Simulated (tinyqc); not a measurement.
Inside a calculation. Method: RHF in the sto-6g basis, for LiH, spin multiplicity 1. One step of it, computed by the program tinyqc.

Question. Iteration 2: DIIS coefficients. Solve [B -1; -1 0][c; lambda] = [0; -1] for the coefficients, which sum to one.

B (overlaps of the stored error matrices):
```
               1              2
1  2.6868399e-01  1.0231205e-01
2  1.0231205e-01  4.0838582e-02
```

Give: DIIS coefficients.

Answer.

DIIS coefficients: -0.5860  1.5860
